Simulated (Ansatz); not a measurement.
**Counterpoise correction, worked out**

The pair of NH₄⁺ (SMILES [NH4+], atoms 1–5) and CH₂O (SMILES C=O, atoms 6–9), both closed shells, in one local arrangement (a lower one may exist), relaxed at PBE0-D4/def2-TZVP:

N1  (-0.113, 0.189, -1.639)
H2  (0.426, -0.548, -2.094)
H3  (-1.084, 0.130, -1.949)
H4  (0.266, 1.096, -1.911)
H5  (-0.079, 0.083, -0.581)
C6  (0.156, -0.243, 2.057)
O7  (-0.354, 0.056, 1.003)
H8  (-0.392, -0.101, 3.000)
H9  (1.173, -0.663, 2.114)
(Å)

Ansatz 0.2.0; basis: def2-TZVPPD; cores frozen in the correlated methods.

MP2 total energies in eV:

| system | geometry | basis functions | energy |
| --- | --- | --- | --- |
| pair | pair | all | -4656.97336 |
| NH₄⁺ | as in the pair | all (partner as ghosts) | -1545.43842 |
| CH₂O | as in the pair | all (partner as ghosts) | -3110.64620 |
| NH₄⁺ | as in the pair | its own | -1545.43229 |
| CH₂O | as in the pair | its own | -3110.62518 |
| NH₄⁺ | free (PBE0-D4 minimum) | its own | -1545.47113 |
| CH₂O | free (PBE0-D4 minimum) | its own | -3110.61563 |

Work out the interaction energy with and without the counterpoise correction, the superposition error, and the binding energy from the relaxed fragments.

Without correction: -4656.97336 − (-1545.43229) − (-3110.62518) = -0.91589 eV.
With correction (each fragment in the whole basis): -4656.97336 − (-1545.43842) − (-3110.64620) = -0.88874 eV = -20.49 kcal/mol.
The superposition error is the difference, 0.02715 eV, 3 % of the uncorrected value: each fragment borrows its partner's functions.
Deformation from the free shapes: 0.03884 eV for NH₄⁺ and -0.00955 eV for CH₂O (a small negative value is possible, since the free shapes are minima of another method).
Binding energy from relaxed fragments: -0.88874 + 0.03884 + (-0.00955) = -0.85945 eV = -19.82 kcal/mol (electronic, without zero-point energy; negative means bound). For comparison, the corrected interaction energy by CCSD(T) at an estimated basis limit (MP2 extrapolated from triple and quadruple zeta, plus CCSD(T) − MP2 in triple zeta) is -0.918 eV.

T1 diagnostic: at most 0.016.

For scale, one of the runs: CCSD(T)/def2-TZVPPD, 216 basis functions (an equivalent command: `ansatz run in.yaml --threads 2`). Time: 59 s of wall clock on 2 CPU threads; the host was shared. Peak host memory: 3.3 GiB.
